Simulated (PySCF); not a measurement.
## Static response to an electric field

C₃H₃Cl₃.
Atom-mapped SMILES: `[CH2:1]=[CH:2][C:3]([Cl:4])([Cl:5])[Cl:6]` (hydrogens: H7, H8 on C1; H9 on C2)

Structure used (PBE0-D3(BJ)/def2-SVP), in Å, numbered top down from 1:
```
atom  x, y, z in Å
C1    -1.434    0.214   -0.144
C2    -0.221    0.379    0.374
C3     1.030   -0.313   -0.070
Cl4    0.767   -1.475   -1.384
Cl5    2.199    0.925   -0.617
Cl6    1.731   -1.173    1.332
H7    -1.616   -0.478   -0.970
H8    -2.282    0.776    0.253
H9    -0.041    1.074    1.200
```

Level: CAM-B3LYP/def2-SVPD (PySCF), static field, nuclei fixed, core orbitals frozen in the response. The polarisability tensor in these axes (au):

```
x   88.06  1.10  5.21
y    1.10 73.49  0.40
z    5.21  0.40 75.23
```

Task: Diagonalise the tensor; give its mean and Δα, where Δα² is half the sum of the squared differences of the eigenvalues.

Result: Principal values 73.38, 73.41 and 89.99 au; mean 78.93 au = 11.70 Å³ = 13.01 × 10⁻⁴⁰ C²·m²/J; Δα = 16.59 au (21 % of the mean).

Task: What is the dipole moment, and where does it point?

Result: (-1.78, 0.68, 0.29) D, 1.93 D in size, pointing from the negative to the positive side. Measured along this direction, the outermost atoms are Cl6 and Cl5 at the negative end and H8 at the positive end.

Task: What depolarisation ratio follows for Rayleigh scattering of linearly polarised light, taking the static tensor?

Result: ρ = 3Δα²/(45ᾱ² + 4Δα²) = 825.7/(280318 + 1100.9) = 0.00293.

Task: Find the Langevin capture rate constant for H3O+ (19.018 u) meeting this molecule (143.930 u), k = 2.342 × 10⁻⁹ cm³/s × √(α in Å³ / reduced mass in u).

Result: The reduced mass is 16.80 u, so k = 1.95 × 10⁻⁹ cm³/s. The formula leaves out the permanent dipole, which adds to the capture rate.

Task: Estimate the molar refractivity from the static electronic polarisability.

Result: Lorentz–Lorenz: R = (4π/3)N_A α = 2.5225 cm³/(mol·Å³) × 11.70 Å³ = 29.5 cm³/mol, in the limit of long wavelengths.

Task: Orientational against electronic polarisability at 500 K (dilute gas, rigid molecules)?

Result: In Gaussian units μ²/3kT = 17.93 Å³ against 11.70 Å³, a ratio of 1.53; the Debye molar polarisation (4π/3)N_A(α + μ²/3kT) is 74.7 cm³/mol, leaving out the vibrational part.

Isolated species at its PBE0-D3(BJ)/def2-SVP geometry, gas phase.
